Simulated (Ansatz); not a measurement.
## How far each method lies from UCCSDT(Q) for B–GaH–Cl, triplet

Geometry: displaced at random from a stationary point.

```xyz
4

B    -0.0133   -1.3753    1.7348
Ga   -0.0141    0.2694    0.5333
Cl    0.0338   -0.1604   -1.6050
H    -0.0690    1.7583    0.9562
```

Basis cc-pVDZ; Ansatz 0.2.0. Only valence electrons are correlated (noble-gas cores and the filled d shells of p-block atoms frozen), which leaves 14 electrons in 44 orbitals. Prefix R: restricted or restricted open-shell reference; prefix U: unrestricted. No spin–orbit coupling is included, and no scalar relativity.

Full CI isn't at hand for all of this; UCCSDT(Q) serves as the reference, and is uncertain by the last step of the cluster series or more.

* UHF ⟨S²⟩: 2.005
* T1 diagnostic (RCCSD): 0.0251
* largest doubles amplitude (RCCSD): 0.042
* T1 diagnostic (UCCSD): 0.0223

From what is known of these methods and the diagnostics, rank them by the size of their error in total energy against UCCSDT(Q) in cc-pVDZ, smallest first (an estimate: the text doesn't fix the numbers).
A. UCCSDT
B. UCCSD
C. UHF
D. UCCSD(T)
E. UMP2

A (0.54 mEh), D (1.90 mEh), B (8.31 mEh), E (45.79 mEh), C (269.41 mEh).

All errors are against UCCSDT(Q) in cc-pVDZ. Within each family the higher level lies nearer, as is usual though not guaranteed.
